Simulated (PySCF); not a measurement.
# Working out the ionisation energy of B

B [He] 2s2 2p1 (2P) → B⁺ [He] 2s2 (1S). All numbers are calculated (PySCF 2.14, scalar relativity by spin-free X2C-1e, in aug-cc-pVQZ-DK (6s5p4d3f2g, 80 functions)). Frozen: 1s2. Energies in hartree (1 hartree = 27.21139 eV):

```
            part   B (lower)  B⁺ (upper)
             UHF  -24.539730  -24.244310
CCSD correlation   -0.066495   -0.060939
             (T)   -0.001465    0.000000
```

Question: What does Hartree-Fock give?

Answer: (-24.244310) − (-24.539730) = 0.295420 hartree = 8.039 eV.

Question: What do CCSD and CCSD(T) give?

Answer: The CCSD correlation energies differ by 0.005556 hartree = 0.151 eV and the triples by 0.001465 hartree = 0.040 eV, so CCSD gives 8.190 eV and CCSD(T) 8.230 eV.

Measured between the centres of the two terms (NIST): 8.297 eV, so CCSD(T) (valence) is off by -0.067 eV.

What remains against the reference includes basis incompleteness, the frozen core and higher excitations.
